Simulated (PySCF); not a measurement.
Molecule: phosphabenzene (c1ccpcc1, C$_{5}$H$_{5}$P).

Molfile (atoms numbered from 1):
```
C5H5P
     RDKit          3D

 11 11  0  0  0  0  0  0  0  0999 V2000
   -0.1661    1.1584   -0.0391 C   0  0  0  0  0  0  0  0  0  0  0  0
   -1.3691    0.4526    0.0046 C   0  0  0  0  0  0  0  0  0  0  0  0
   -1.4368   -0.9357    0.0694 C   0  0  0  0  0  0  0  0  0  0  0  0
   -0.0702   -2.0087    0.1065 P   0  0  0  0  0  0  0  0  0  0  0  0
    1.2288   -0.8558    0.0429 C   0  0  0  0  0  0  0  0  0  0  0  0
    1.0781    0.5256   -0.0205 C   0  0  0  0  0  0  0  0  0  0  0  0
   -0.1988    2.2495   -0.0896 H   0  0  0  0  0  0  0  0  0  0  0  0
   -2.3037    1.0227   -0.0132 H   0  0  0  0  0  0  0  0  0  0  0  0
   -2.4280   -1.4015    0.1001 H   0  0  0  0  0  0  0  0  0  0  0  0
    2.2463   -1.2620    0.0532 H   0  0  0  0  0  0  0  0  0  0  0  0
    1.9764    1.1507   -0.0574 H   0  0  0  0  0  0  0  0  0  0  0  0
  1  2  2  0
  2  3  1  0
  3  4  2  0
  4  5  1  0
  5  6  2  0
  6  1  1  0
  1  7  1  0
  2  8  1  0
  3  9  1  0
  5 10  1  0
  6 11  1  0
M  END
```

Geometry PBE0-D3(BJ)/def2-SVP throughout; GIAO in PySCF, gas phase, one conformer, non-relativistic; equivalent atoms averaged; functional PBE0.

**Question.** How do the shifts δ (against TMS, H3PO4 at the same level) depend on the basis set? (ppm; last column core-seconds on 1 thread of an Arm Neoverse V1, shared host)

**Answer.** 
| basis set | functions | C3/C5 | C2/C6 | C1 | P4 | H9/H10 | H8/H11 | H7 | core-s |
| --- | --- | --- | --- | --- | --- | --- | --- | --- | --- |
| pcSseg-0 | 68 | 172.4 | 141.5 | 138.6 | 202.4 | 9.16 | 7.95 | 7.50 | 4.6 |
| cc-pVDZ | 113 | 158.4 | 132.3 | 128.6 | 214.7 | 8.98 | 7.89 | 7.48 | 8.6 |
| aug-cc-pVDZ | 187 | 158.2 | 131.9 | 127.8 | 198.4 | 9.23 | 8.20 | 7.78 | 17 |
| cc-pVTZ | 254 | 163.0 | 137.9 | 132.9 | 207.0 | 9.16 | 8.10 | 7.68 | 26 |
| IGLO-III | 269 | 168.1 | 141.9 | 136.8 | 217.3 | 9.12 | 8.11 | 7.71 | 27 |

**Question.** Which nucleus moves most, in ppm?

**Answer.** P4 (phosphorus bonded to 2 C, in a 6-membered ring): from 198.4 ppm with aug-cc-pVDZ to 217.3 ppm with IGLO-III. The smallest spread is 0.25 ppm, at H9/H10. Proton shifts span only some 12 ppm, so a few tenths of a ppm matter as much there as several ppm in carbon.

**Question.** Taking the largest basis, IGLO-III (269 functions), as the yardstick, rank the others by their worst heavy-atom deviation.

**Answer.** cc-pVDZ 9.7 ppm (113 functions), cc-pVTZ 10.3 ppm (254 functions), pcSseg-0 14.8 ppm (68 functions), aug-cc-pVDZ 18.8 ppm (187 functions).

A small basis that lands close on one nucleus may do so by chance; judge by the trend and by all nuclei.
